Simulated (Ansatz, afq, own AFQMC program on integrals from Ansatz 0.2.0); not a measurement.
AFQMC on a folder of integrals that Ansatz 0.2.0 wrote.

```yaml
crystal:
  periodic: [false, false, false]
  atoms:
    - {symbol: Ge, position_ang: [0.000000, -0.030338, 0.333939]}
    - {symbol: N, position_ang: [0.000000, 0.044721, -1.765720]}
    - {symbol: H, position_ang: [0.000000, 1.564955, 0.470843]}
basis:
  gaussian: {orbitals: cc-pVDZ}
magnetization: {spin_polarized: true, initial_magnetization: 2}
correlation: {method: ccsd_t, electrons: outside_noble_gas, hamiltonian_folder: ham}
```

```sh
$ ansatz run in.yaml --threads 1 --pin off --events-out ev --progress --plain --max-ram 1382MiB
```

afq runs on the folder ham with

```
--method free --trial cisd --walkers 60 --time-step 0.03 --max-blocks 80 --target-error 0.00038 --factor-cut 1e-05 --seed 2966 --times 0,0.21,0.42,0.81,1.2,1.8,2.4,3 --taylor-order 8
```

Times are imaginary, in 1/Eh. The walk had a cap of 723 s. Filled inner d shells are frozen with the cores.

Output of the walk:

```
orbitals 31  electrons 6 4  factors 232 of 508
reference energy -2130.26131005 Eh
CCSD correlation -0.20907283 Eh in 17 cycles, weight of the determinant in the CISD state 0.8675
repeat  energy at the last time / Eh  error
    10  -2130.478256  0.001488
    20  -2130.478283  0.000798
    30  -2130.477321  0.000590
    40  -2130.477506  0.000549
    50  -2130.477278  0.000481
    60  -2130.477183  0.000429
    70  -2130.477079  0.000402
    80  -2130.477119  0.000375
time / (1/Eh)  energy / Eh  error  mean overlap
  0.00  -2130.470321  0.000155  1.1518
  0.21  -2130.473179  0.000194  1.1564
  0.42  -2130.474780  0.000199  1.1549
  0.81  -2130.476056  0.000228  1.1509
  1.20  -2130.476329  0.000251  1.1668
  1.80  -2130.477535  0.000342  1.1463
  2.40  -2130.477445  0.000358  1.1602
  3.00  -2130.477119  0.000375  1.1893
energy -2130.477119 +/- 0.000375 Eh
```

The run passed its tests (error under three times the target), which doesn't prove that it has relaxed.

Against this walk (error 10.2 meV) on the same determinant: CCSD(T) 30.8 meV higher, CCSDT(Q) 24.5 meV lower. The error is statistical, and a free projection of finite length keeps a remainder of its start.

Cautions: remainder of the start not in the error; no relativity below Rb; no spin-orbit coupling; inner d shell frozen; lower spins were not checked; an unrestricted solution with more broken spin lies lower (19 meV, ⟨S²⟩ 2.26); unrestricted determinant slightly spin contaminated (⟨S²⟩ 2.08 against 2.00).

The walk took 110 s on 1 thread of Intel(R) Xeon(R) 6975P-C (Granite Rapids), on a shared host. The log's last line is the free-projection energy.

CCSDT and higher add their correlation energy to the determinant of the CCSD(T) run, since their own runs factorise the integrals more tightly (a shift of under 2 meV). A walk keeps the symmetry of its determinant, which the program's search chose and which needn't be the lowest solution, so a lower state of the same spin and another symmetry isn't excluded.
